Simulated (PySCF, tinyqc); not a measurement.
Worked calculation: MP2 on RHF in the sto-6g basis, frozen core, for CH2, spin multiplicity 1. The lowest restricted solution is unstable here: a spin-polarised one lies 0.0330 hartree lower (PySCF). Computed by tinyqc, a small Python program that keeps every step (integrals from PySCF). Settings: charge = 0, multiplicity = 1, basis = sto-6g, method = RHF, frozen orbitals = 1, energy threshold = 1e-10, iteration cap = 51, orthogonalisation = canonical, start = Wolfsberg-Helmholz matrix, DIIS depth = 6. Command: `OMP_NUM_THREADS=1 python tinyqc.py 20255 20256 out.jsonl` (the two numbers bound the seeds that draw the settings). One thread of a shared host (Intel(R) Xeon(R) Processor @ 2.60GHz), about 0.2 s of CPU time with the checks. The early iterations of the SCF are left out here.

## One-electron integrals

Geometry (angstrom):
```
atom        x         y        z
C     0.00000   0.00000  0.00000
H     0.00000   0.95000  0.64300
H     0.00000  -0.92600  0.62700
```

Basis sto-6g: exponents (1/bohr^2) and contraction coefficients of normalised primitives:
```
element  l (shell)   exponent  coefficient
C            s (1)  742.73705      0.00916
C            s (1)  136.18002      0.04936
C            s (1)   38.09826      0.16854
C            s (1)   13.08778      0.37056
C            s (1)    5.08237      0.41649
C            s (1)    2.09320      0.13033
C            s (2)   30.49724     -0.01325
C            s (2)    6.03620     -0.04699
C            s (2)    1.87605     -0.03379
C            s (2)    0.72178      0.25024
C            s (2)    0.31347      0.59512
C            s (2)    0.14369      0.24071
C            p (3)   30.49724      0.00376
C            p (3)    6.03620      0.03768
C            p (3)    1.87605      0.17390
C            p (3)    0.72178      0.41804
C            p (3)    0.31347      0.42586
C            p (3)    0.14369      0.10171
H            s (1)   35.52322      0.00916
H            s (1)    6.51314      0.04936
H            s (1)    1.82214      0.16854
H            s (1)    0.62596      0.37056
H            s (1)    0.24308      0.41649
H            s (1)    0.10011      0.13033
```

Overlap, kinetic and nuclear-attraction integrals over the contracted functions; the nuclear repulsion is the sum of Za Zb / Rab.

nuclear repulsion = 5.8890313 hartree

overlap S:
```
          1C 1s    1C 2s   1C 2px    1C 2py   1C 2pz    2H 1s     3H 1s
1C 1s   1.00000  0.24323  0.00000   0.00000  0.00000  0.05666   0.06051
1C 2s   0.24323  1.00000  0.00000   0.00000  0.00000  0.45902   0.47521
1C 2px  0.00000  0.00000  1.00000   0.00000  0.00000  0.00000   0.00000
1C 2py  0.00000  0.00000  0.00000   1.00000  0.00000  0.37032  -0.37881
1C 2pz  0.00000  0.00000  0.00000   0.00000  1.00000  0.25065   0.25649
2H 1s   0.05666  0.45902  0.00000   0.37032  0.25065  1.00000   0.14590
3H 1s   0.06051  0.47521  0.00000  -0.37881  0.25649  0.14590   1.00000
```

kinetic energy T (hartree):
```
           1C 1s     1C 2s   1C 2px    1C 2py   1C 2pz     2H 1s     3H 1s
1C 1s   16.06864  -0.49279  0.00000   0.00000  0.00000  -0.00869  -0.00817
1C 2s   -0.49279   0.49241  0.00000   0.00000  0.00000   0.08875   0.09758
1C 2px   0.00000   0.00000  1.47923   0.00000  0.00000   0.00000   0.00000
1C 2py   0.00000   0.00000  0.00000   1.47923  0.00000   0.18949  -0.20276
1C 2pz   0.00000   0.00000  0.00000   0.00000  1.47923   0.12825   0.13729
2H 1s   -0.00869   0.08875  0.00000   0.18949  0.12825   0.76852  -0.00990
3H 1s   -0.00817   0.09758  0.00000  -0.20276  0.13729  -0.00990   0.76852
```

nuclear attraction V (hartree):
```
            1C 1s     1C 2s    1C 2px    1C 2py    1C 2pz     2H 1s     3H 1s
1C 1s   -34.94246  -3.84572   0.00000   0.00070  -0.01857  -1.01057  -1.08043
1C 2s    -3.84572  -6.07287   0.00000   0.00515  -0.18339  -2.35665  -2.46326
1C 2px    0.00000   0.00000  -5.99381   0.00000   0.00000   0.00000   0.00000
1C 2py    0.00070   0.00515   0.00000  -6.15601   0.00274  -1.75988   1.82189
1C 2pz   -0.01857  -0.18339   0.00000   0.00274  -6.06814  -1.23541  -1.27873
2H 1s    -1.01057  -2.35665   0.00000  -1.75988  -1.23541  -4.24197  -0.67923
3H 1s    -1.08043  -2.46326   0.00000   1.82189  -1.27873  -0.67923  -4.30615
```

core Hamiltonian H = T + V (hartree):
```
            1C 1s     1C 2s    1C 2px    1C 2py    1C 2pz     2H 1s     3H 1s
1C 1s   -18.87381  -4.33851   0.00000   0.00070  -0.01857  -1.01926  -1.08861
1C 2s    -4.33851  -5.58047   0.00000   0.00515  -0.18339  -2.26790  -2.36567
1C 2px    0.00000   0.00000  -4.51457   0.00000   0.00000   0.00000   0.00000
1C 2py    0.00070   0.00515   0.00000  -4.67677   0.00274  -1.57039   1.61913
1C 2pz   -0.01857  -0.18339   0.00000   0.00274  -4.58891  -1.10716  -1.14144
2H 1s    -1.01926  -2.26790   0.00000  -1.57039  -1.10716  -3.47345  -0.68913
3H 1s    -1.08861  -2.36567   0.00000   1.61913  -1.14144  -0.68913  -3.53763
```

## Two-electron integrals

Functions are numbered as in S; the eight-fold symmetry (ij|kl) = (ji|kl) = (kl|ij) leaves the list below.

Two-electron integrals (ij|kl) in chemists' order, unique and non-zero (hartree):
```
(11|11) 3.54374    (21|11) 0.52946    (21|21) 0.10032    (22|11) 0.85360
(22|21) 0.19993    (22|22) 0.62484    (31|31) 0.02127    (32|31) 0.03187
(32|32) 0.13811    (33|11) 0.85360    (33|21) 0.19993    (33|22) 0.62484
(33|33) 0.67322    (41|41) 0.02127    (42|41) 0.03187    (42|42) 0.13811
(43|43) 0.03628    (44|11) 0.85360    (44|21) 0.19993    (44|22) 0.62484
(44|33) 0.60066    (44|44) 0.67322    (51|51) 0.02127    (52|51) 0.03187
(52|52) 0.13811    (53|53) 0.03628    (54|54) 0.03628    (55|11) 0.85360
(55|21) 0.19993    (55|22) 0.62484    (55|33) 0.60066    (55|44) 0.60066
(55|55) 0.67322    (61|11) 0.13013    (61|21) 0.02373    (61|22) 0.04649
(61|33) 0.04631    (61|41) 0.00129    (61|42) 0.00249    (61|44) 0.04668
(61|51) 0.00087    (61|52) 0.00168    (61|54) 0.00025    (61|55) 0.04648
(61|61) 0.00577    (62|11) 0.30394    (62|21) 0.07220    (62|22) 0.24757
(62|33) 0.24177    (62|41) 0.00608    (62|42) 0.04013    (62|44) 0.25370
(62|51) 0.00411    (62|52) 0.02716    (62|54) 0.00808    (62|55) 0.24723
(62|61) 0.01761    (62|62) 0.12836    (63|31) 0.00784    (63|32) 0.03980
(63|43) 0.00788    (63|53) 0.00533    (63|63) 0.01587    (64|11) 0.21404
(64|21) 0.05157    (64|22) 0.18725    (64|33) 0.17789    (64|41) 0.01158
(64|42) 0.06780    (64|44) 0.20211    (64|51) 0.00254    (64|52) 0.01895
(64|54) 0.01106    (64|55) 0.18176    (64|61) 0.01320    (64|62) 0.11532
(64|64) 0.11756    (65|11) 0.14487    (65|21) 0.03491    (65|22) 0.12674
(65|33) 0.12040    (65|41) 0.00254    (65|42) 0.01895    (65|44) 0.12613
(65|51) 0.00955    (65|52) 0.05263    (65|54) 0.01176    (65|55) 0.13369
(65|61) 0.00894    (65|62) 0.07805    (65|64) 0.06883    (65|65) 0.06246
(66|11) 0.45285    (66|21) 0.10969    (66|22) 0.42597    (66|33) 0.40349
(66|41) 0.01174    (66|42) 0.10296    (66|44) 0.44975    (66|51) 0.00795
(66|52) 0.06969    (66|54) 0.03131    (66|55) 0.42468    (66|61) 0.02724
(66|62) 0.27849    (66|64) 0.27664    (66|65) 0.18724    (66|66) 0.77500
(71|11) 0.13909    (71|21) 0.02535    (71|22) 0.04965    (71|33) 0.04946
(71|41) -0.00137   (71|42) -0.00265   (71|44) 0.04985    (71|51) 0.00093
(71|52) 0.00179    (71|54) -0.00026   (71|55) 0.04964    (71|61) 0.00598
(71|62) 0.01763    (71|64) 0.01196    (71|65) 0.00895    (71|66) 0.02664
(71|71) 0.00659    (72|11) 0.31807    (72|21) 0.07552    (72|22) 0.25811
(72|33) 0.25214    (72|41) -0.00635   (72|42) -0.04154   (72|44) 0.26443
(72|51) 0.00430    (72|52) 0.02813    (72|54) -0.00833   (72|55) 0.25777
(72|61) 0.01727    (72|62) 0.09727    (72|64) 0.06266    (72|65) 0.05755
(72|66) 0.16572    (72|71) 0.01967    (72|72) 0.13828    (73|31) 0.00829
(73|32) 0.04183    (73|43) -0.00820   (73|53) 0.00555    (73|63) 0.01138
(73|73) 0.01733    (74|11) -0.22152   (74|21) -0.05336   (74|22) -0.19315
(74|33) -0.18346   (74|41) 0.01217    (74|42) 0.07059    (74|44) -0.20854
(74|51) -0.00263   (74|52) -0.01948   (74|54) 0.01143    (74|55) -0.18744
(74|61) -0.01157   (74|62) -0.06169   (74|64) -0.02957   (74|65) -0.03577
(74|66) -0.09658   (74|71) -0.01460   (74|72) -0.12298   (74|74) 0.12468
(75|11) 0.15000    (75|21) 0.03613    (75|22) 0.13078    (75|33) 0.12422
(75|41) -0.00263   (75|42) -0.01948   (75|44) 0.13010    (75|51) 0.01007
(75|52) 0.05502    (75|54) -0.01218   (75|55) 0.13802    (75|61) 0.00869
(75|62) 0.05714    (75|64) 0.03603    (75|65) 0.04445    (75|66) 0.10346
(75|71) 0.00989    (75|72) 0.08327    (75|74) -0.07269   (75|75) 0.06655
(76|11) 0.08513    (76|21) 0.02030    (76|22) 0.07231    (76|33) 0.07031
(76|41) 1.53e-05   (76|42) 0.00015    (76|44) 0.07230    (76|51) 0.00189
(76|52) 0.01336    (76|54) 4.29e-05   (76|55) 0.07432    (76|61) 0.00484
(76|62) 0.03420    (76|64) 0.02665    (76|65) 0.02280    (76|66) 0.07018
(76|71) 0.00517    (76|72) 0.03533    (76|74) -0.02709   (76|75) 0.02338
(76|76) 0.01110    (77|11) 0.46347    (77|21) 0.11220    (77|22) 0.43364
(77|33) 0.41068    (77|41) -0.01219   (77|42) -0.10521   (77|44) 0.45790
(77|51) 0.00826    (77|52) 0.07124    (77|54) -0.03198   (77|55) 0.43233
(77|61) 0.02551    (77|62) 0.16164    (77|64) 0.09564    (77|65) 0.10170
(77|66) 0.28054    (77|71) 0.02978    (77|72) 0.29067    (77|74) -0.28608
(77|75) 0.19371    (77|76) 0.07018    (77|77) 0.77500
```

## Orthogonalisation

S = U s U^T; canonical form X = U s^(-1/2), so that X^T S X = 1. Each column of U has its largest component positive (the first on a tie).

eigenvalues of S: 0.30071  0.39321  0.87086  1.00000  1.09616  1.46158  1.87749

X:
```
               1         2         3        4         5         6         7
1C 1s   -0.28136  -0.03214   0.77990  0.00000  -0.59786   0.00385   0.17000
1C 2s    1.21105   0.10164  -0.33884  0.00000  -0.29662   0.00861   0.43689
1C 2px   0.00000   0.00000   0.00000  1.00000   0.00000   0.00000   0.00000
1C 2py  -0.11438   1.04311   0.00137  0.00000  -0.00373   0.62339  -0.01059
1C 2pz   0.60387   0.05229   0.61351  0.00000   0.65994   0.00603   0.21156
2H 1s   -0.73420  -0.91806  -0.15825  0.00000   0.12608   0.39413   0.35770
3H 1s   -0.92891   0.77343  -0.15424  0.00000   0.12420  -0.37431   0.37421
```

## Iteration 8 (converged): orbitals

converged F (hartree):
```
            1C 1s     1C 2s   1C 2px    1C 2py    1C 2pz     2H 1s     3H 1s
1C 1s   -11.14591  -2.85204  0.00000   0.00047  -0.02621  -0.67139  -0.71664
1C 2s    -2.85204  -1.38753  0.00000   0.00594  -0.08722  -0.65832  -0.68536
1C 2px    0.00000   0.00000  0.22661   0.00000   0.00000   0.00000   0.00000
1C 2py    0.00047   0.00594  0.00000  -0.22586   0.00543  -0.35663   0.36401
1C 2pz   -0.02621  -0.08722  0.00000   0.00543  -0.24846  -0.27475  -0.28019
2H 1s    -0.67139  -0.65832  0.00000  -0.35663  -0.27475  -0.45371  -0.21662
3H 1s    -0.71664  -0.68536  0.00000   0.36401  -0.28019  -0.21662  -0.47918
```

Diagonalise F' = X^T F X, C = X C', fill 4 alpha and 4 beta electrons from the bottom; D = 2 C_occ C_occ^T. Each column has its largest component positive (the first on a tie).

F' = X^T F X (hartree):
```
          1         2         3        4         5         6         7
1   0.49424  -0.03700   0.77777  0.00000  -0.46264  -0.00944   0.10898
2  -0.03700   0.67114   0.11123  0.00000  -0.07823   0.10721   0.02346
3   0.77777   0.11123  -5.24480  0.00000   4.84147  -0.03971  -2.26567
4   0.00000   0.00000   0.00000  0.22661   0.00000   0.00000   0.00000
5  -0.46264  -0.07823   4.84147  0.00000  -4.97663   0.04177   2.28290
6  -0.00944   0.10721  -0.03971  0.00000   0.04177  -0.50703  -0.01863
7   0.10898   0.02346  -2.26567  0.00000   2.28290  -0.01863  -1.91183
```

orbital energies (hartree): MO1 -11.14828, MO2 -0.82311, MO3 -0.51638, MO4 -0.30093, MO5 0.22661, MO6 0.62391, MO7 0.68988

coefficients C:
```
             MO1       MO2       MO3       MO4      MO5       MO6       MO7
1C 1s    0.99589  -0.20798  -0.00435   0.12288  0.00000   0.15272   0.03612
1C 2s    0.01868   0.67539   0.02156  -0.59572  0.00000  -0.99780  -0.25152
1C 2px   0.00000   0.00000   0.00000   0.00000  1.00000   0.00000   0.00000
1C 2py  -0.00018  -0.00981   0.52686   0.00172  0.00000  -0.23618   1.07539
1C 2pz   0.00471   0.15822  -0.00194   0.78456  0.00000  -0.74339  -0.17572
2H 1s   -0.00451   0.26258   0.46468   0.22755  0.00000   1.00942  -0.59203
3H 1s   -0.00476   0.28146  -0.45318   0.21951  0.00000   0.67028   0.99917
```

D after iteration 8:
```
           1C 1s     1C 2s   1C 2px    1C 2py    1C 2pz     2H 1s     3H 1s
1C 1s    2.10034  -0.39031  0.00000  -0.00044   0.13641  -0.06633  -0.06865
1C 2s   -0.39031   1.62370  0.00000   0.00741  -0.72095   0.10344   0.09894
1C 2px   0.00000   0.00000  0.00000   0.00000   0.00000   0.00000   0.00000
1C 2py  -0.00044   0.00741  0.00000   0.55535  -0.00245   0.48527  -0.48229
1C 2pz   0.13641  -0.72095  0.00000  -0.00245   1.28119   0.43830   0.43522
2H 1s   -0.06633   0.10344  0.00000   0.48527   0.43830   0.67335  -0.17341
3H 1s   -0.06865   0.09894  0.00000  -0.48229   0.43522  -0.17341   0.66560
```

## Convergence

Stop when the energy changes by less than 1e-10 hartree and every element of the error matrix X^T (F D S - S D F) X is below 3e-06.

Course of the cycle:
```
iteration  E (hartree)     change  largest element of the error matrix
1          -38.5898818          -                             4.25e-01
2          -38.7342903  -1.44e-01                             1.04e-01
3          -38.7436290  -9.34e-03                             2.54e-02
4          -38.7445446  -9.16e-04                             3.06e-03
5          -38.7445653  -2.07e-05                             2.59e-04
6          -38.7445655  -1.45e-07                             9.22e-06
7          -38.7445655  -1.64e-10                             2.30e-06
8          -38.7445655  -1.27e-11                             1.12e-07
```

PySCF RHF in the same basis = -38.7445655 hartree

Converged in 8 iterations.

## Integrals over molecular orbitals

(pq|rs) = sum C_ip C_jq C_kr C_ls (ij|kl), one index at a time.

one-electron integrals over orbitals h = C^T H C (hartree):
```
           1         2         3         4         5         6         7
1  -18.86246   0.35661   0.00777  -0.20271   0.00000  -0.26248  -0.06226
2    0.35661  -4.57760   0.00271   0.19328   0.00000   0.82431   0.20544
3    0.00777   0.00271  -4.02799   0.01443   0.00000   0.21226  -0.82884
4   -0.20271   0.19328   0.01443  -4.37684   0.00000   0.36906   0.07464
5    0.00000   0.00000   0.00000   0.00000  -4.51457   0.00000   0.00000
6   -0.26248   0.82431   0.21226   0.36906   0.00000  -3.56541   0.02714
7   -0.06226   0.20544  -0.82884   0.07464   0.00000   0.02714  -3.67443
```

Two-electron integrals over orbitals (pq|rs), unique and non-zero (hartree); the lowest 1 orbital is frozen and left out:
```
(22|22) 0.54981    (32|22) -0.00703   (32|32) 0.14310    (33|22) 0.51529
(33|32) 0.00439    (33|33) 0.52491    (42|22) 0.02776    (42|32) -0.00012
(42|33) 0.02176    (42|42) 0.07409    (43|22) -0.00114   (43|32) 0.02211
(43|33) 0.00097    (43|42) 0.00185    (43|43) 0.03309    (44|22) 0.49623
(44|32) 0.00063    (44|33) 0.46513    (44|42) -0.08434   (44|43) -0.00375
(44|44) 0.66759    (52|52) 0.08916    (53|52) 0.00142    (53|53) 0.02008
(54|52) -0.04003   (54|53) -0.00109   (54|54) 0.05277    (55|22) 0.54354
(55|32) 4.43e-05   (55|33) 0.48349    (55|42) -0.04519   (55|43) -0.00273
(55|44) 0.58234    (55|55) 0.67322    (62|22) -0.08223   (62|32) -0.00225
(62|33) -0.02851   (62|42) 0.00088    (62|43) 0.00744    (62|44) -0.07374
(62|55) -0.12287   (62|62) 0.09568    (63|22) -0.01703   (63|32) 0.06504
(63|33) -0.00456   (63|42) 0.01300    (63|43) 0.02849    (63|44) -0.02890
(63|55) -0.03125   (63|62) 0.02676    (63|63) 0.08504    (64|22) -0.03218
(64|32) 0.01609    (64|33) -0.00362   (64|42) 0.01024    (64|43) -0.00095
(64|44) -0.06060   (64|55) -0.04943   (64|62) 0.04457    (64|63) 0.01921
(64|64) 0.03584    (65|52) -0.05428   (65|53) -0.00527   (65|54) 0.01368
(65|65) 0.04300    (66|22) 0.53656    (66|32) 0.04724    (66|33) 0.51710
(66|42) 0.05187    (66|43) 0.01559    (66|44) 0.45991    (66|55) 0.50621
(66|62) -0.06055   (66|63) 0.02793    (66|64) -0.01431   (66|66) 0.59168
(72|22) -0.01915   (72|32) -0.00310   (72|33) -0.00663   (72|42) 0.00233
(72|43) -0.03172   (72|44) -0.01978   (72|55) -0.03054   (72|62) 0.01186
(72|63) -0.04092   (72|64) 0.01254    (72|66) -0.02537   (72|72) 0.05724
(73|22) 0.04907    (73|32) 0.01571    (73|33) 0.02566    (73|42) -0.05761
(73|43) 0.00316    (73|44) 0.11959    (73|55) 0.12082    (73|62) -0.06851
(73|63) -0.01066   (73|64) -0.03868   (73|66) 0.01406    (73|72) -0.02764
(73|73) 0.11633    (74|22) -0.00339   (74|32) -0.07026   (74|33) -0.00375
(74|42) 0.00114    (74|43) 0.00947    (74|44) -0.01231   (74|55) -0.00972
(74|62) 0.01256    (74|63) -0.03377   (74|64) -0.00698   (74|66) -0.02616
(74|72) -0.00565   (74|73) -0.01694   (74|74) 0.06175    (75|52) -0.01322
(75|53) 0.01765    (75|54) 0.00350    (75|65) 0.00501    (75|75) 0.02324
(76|22) 0.01012    (76|32) -0.10012   (76|33) -0.00465   (76|42) 0.01426
(76|43) -0.03022   (76|44) -0.01416   (76|55) -0.00297   (76|62) -0.00817
(76|63) -0.06342   (76|64) -0.01241   (76|66) -0.03126   (76|72) 0.02333
(76|73) -0.02660   (76|74) 0.04512    (76|76) 0.09548    (77|22) 0.52257
(77|32) -0.04957   (77|33) 0.52003    (77|42) -0.00746   (77|43) -0.01550
(77|44) 0.52171    (77|55) 0.52596    (77|62) -0.04685   (77|63) -0.04694
(77|64) -0.02006   (77|66) 0.50259    (77|72) 0.00015    (77|73) 0.05154
(77|74) 0.01949    (77|76) 0.03718    (77|77) 0.57778
```

## Second-order Moller-Plesset energy

Hartree-Fock energy = -38.7445655 hartree

E2 = sum_ijab (ia|jb) [2 (ia|jb) - (ib|ja)] / (e_i + e_j - e_a - e_b) over occupied i, j and virtual a, b; the opposite-spin part is (ia|jb)^2 / denominator, the rest is same-spin, and SCS-MP2 scales them by 6/5 and 1/3.

Terms (the 40 largest of 45):
```
i  j  a  b   (ia|jb)   (ib|ja)  denominator       term
3  3  7  7   0.11633   0.11633     -2.41253   -0.00561
2  2  5  5   0.08916   0.08916     -2.09944   -0.00379
3  3  6  6   0.08504   0.08504     -2.28058   -0.00317
2  2  6  6   0.09568   0.09568     -2.89404   -0.00316
4  4  5  5   0.05277   0.05277     -1.05508   -0.00264
3  2  7  6  -0.06851  -0.04092     -2.65329   -0.00248
2  3  6  7  -0.06851  -0.04092     -2.65329   -0.00248
4  4  7  7   0.06175   0.06175     -1.98163   -0.00192
2  2  7  7   0.05724   0.05724     -3.02599   -0.00108
2  4  5  5  -0.04003  -0.04003     -1.57726   -0.00102
4  2  5  5  -0.04003  -0.04003     -1.57726   -0.00102
4  2  6  6   0.04457   0.04457     -2.37186   -0.00084
2  4  6  6   0.04457   0.04457     -2.37186   -0.00084
4  3  6  7  -0.03868  -0.03377     -2.13111   -0.00079
3  4  7  6  -0.03868  -0.03377     -2.13111   -0.00079
4  4  6  6   0.03584   0.03584     -1.84968   -0.00069
3  4  6  7  -0.03377  -0.03868     -2.13111   -0.00046
4  3  7  6  -0.03377  -0.03868     -2.13111   -0.00046
3  2  7  7  -0.02764  -0.02764     -2.71926   -0.00028
2  3  7  7  -0.02764  -0.02764     -2.71926   -0.00028
3  2  6  6   0.02676   0.02676     -2.58731   -0.00028
2  3  6  6   0.02676   0.02676     -2.58731   -0.00028
3  3  5  5   0.02008   0.02008     -1.48598   -0.00027
2  3  7  6  -0.04092  -0.06851     -2.65329   -0.00021
3  2  6  7  -0.04092  -0.06851     -2.65329   -0.00021
4  3  6  6   0.01921   0.01921     -2.06513   -0.00018
3  4  6  6   0.01921   0.01921     -2.06513   -0.00018
4  3  7  7  -0.01694  -0.01694     -2.19708   -0.00013
3  4  7  7  -0.01694  -0.01694     -2.19708   -0.00013
4  2  7  6   0.01256   0.01254     -2.43784   -0.00006
2  4  6  7   0.01256   0.01254     -2.43784   -0.00006
4  2  6  7   0.01254   0.01256     -2.43784   -0.00006
2  4  7  6   0.01254   0.01256     -2.43784   -0.00006
3  3  6  7  -0.01066  -0.01066     -2.34656  -4.84e-05
3  3  7  6  -0.01066  -0.01066     -2.34656  -4.84e-05
2  2  6  7   0.01186   0.01186     -2.96001  -4.75e-05
2  2  7  6   0.01186   0.01186     -2.96001  -4.75e-05
4  4  7  6  -0.00698  -0.00698     -1.91566  -2.54e-05
4  4  6  7  -0.00698  -0.00698     -1.91566  -2.54e-05
4  2  7  7  -0.00565  -0.00565     -2.50381  -1.27e-05
```

Pair energies (hartree; pair i-j sums ij and ji):
```
pair  opposite spin  same spin
2-2        -0.00813          0
3-2        -0.00592   -0.00057
3-3        -0.00915          0
4-2        -0.00399  -1.10e-10
4-3        -0.00309  -2.26e-05
4-4        -0.00531          0
```

MP2 correlation energy = -0.0361850 hartree

SCS-MP2 correlation energy = -0.0429050 hartree

MP2 total energy = -38.7807505 hartree
